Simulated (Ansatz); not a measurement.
# BH4S: the cost of one run

The runs use Ansatz 0.2.0, Gaussian basis; Hartree-Fock/def2-SVP.

## 1. Starting geometry

SMILES `B[SH2+]`, 6 atoms, charge 1, spin multiplicity 1.

Atoms are counted from 1 here; the program's logs count them from 0.

Bond lengths: B1–S2 1.883 Å, B1–H3 1.163 Å, B1–H4 1.163 Å, S2–H5 1.352 Å, S2–H6 1.354 Å. Angles: S2–B1–H3 118.4°, S2–B1–H4 117.1°, H3–B1–H4 124.5°, B1–S2–H5 96.6°, B1–S2–H6 96.1°, H5–S2–H6 91.4°.

As a file:

```xyz
6

B     0.0969   -0.8598    0.0646
S     0.5640    0.9624   -0.0153
H    -1.0246   -1.1490   -0.0374
H     0.9620   -1.6213    0.2195
H    -0.2107    1.2755   -1.0776
H    -0.3876    1.3921    0.8461
```

## 2. Dynamics

Input file md/in.yaml:

```yaml
crystal:
  periodic: [false, false, false]
  atoms:
    - {symbol: B, position_ang: [0.096940, -0.859750, 0.064640]}
    - {symbol: S, position_ang: [0.564010, 0.962440, -0.015290]}
    - {symbol: H, position_ang: [-1.024620, -1.149050, -0.037430]}
    - {symbol: H, position_ang: [0.962010, -1.621250, 0.219550]}
    - {symbol: H, position_ang: [-0.210730, 1.275550, -1.077630]}
    - {symbol: H, position_ang: [-0.387600, 1.392060, 0.846150]}
basis:
  gaussian: {orbitals: def2-SVP}
total_charge: 1
hamiltonian: {xc: hf}
md: {n_steps: 30, timestep: 1.0, temperature: 1000, ensemble: nve, seed: 733, initial_velocities: maxwell_boltzmann}
```

Launch:

```sh
ansatz run in.yaml --threads 2 --pin off --events-out ev --progress --plain --max-ram 3481MiB
```

**Question.** How long does this run take on 2 threads of Intel Xeon at 2.50GHz, shared host, and how much memory does it need?

About 41 s, with a peak of 0.1 GiB.
